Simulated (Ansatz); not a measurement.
A run of Ansatz (development build ahead of 0.2.0) on singlet SO3 at this shape:

```xyz
4

S     0.0000    0.0000    0.0000
O     1.3262    0.0000    0.0000
O    -0.6631    1.1485    0.0000
O    -0.6631   -1.1485    0.0000
```

Its results:

| Quantity | Value |
| --- | --- |
| Converged | yes |
| Total energy | -614.06984 hartree |
| Spin squared of the determinant | 0.000 |

Task: Which input gives this output? Name the method, the orbitals and the basis set, and write the input.

Result: RHF in STO-3G. An unrestricted run that stays on the closed shell gives the same numbers.

```yaml
crystal:
  periodic: [false, false, false]
  atoms:
    - { symbol: S, position_ang: [0.0, 0.0, 0.0] }
    - { symbol: O, position_ang: [1.32616, 0.0, 0.0] }
    - { symbol: O, position_ang: [-0.66308, 1.14849, 0.0] }
    - { symbol: O, position_ang: [-0.66308, -1.14849, 0.0] }
basis:
  gaussian: { orbitals: STO-3G }
hamiltonian:
  xc: hf
```

Caution: no unrestricted run beside it, a lower state can exist.
